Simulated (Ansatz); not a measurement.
`[SiH3+]`. Charge 1, multiplicity 1. Geometry: relaxed with PBE0-D4/def2-TZVP.

```xyz
4

Si    0.000    0.000    0.000
H     0.797   -1.196   -0.320
H    -0.639    0.127    1.320
H    -0.157    1.069   -1.000
```

Give the Mulliken charges with PBE, r2SCAN, ωB97M-V in def2-TZVPP. (Best estimate.)

The calculation gave: 
```csv
atom,PBE,r2SCAN,ωB97M-V
Si1,0.68,0.74,0.61
H2,0.11,0.09,0.13
H3,0.11,0.09,0.13
H4,0.11,0.09,0.13
```

Computed with Ansatz.
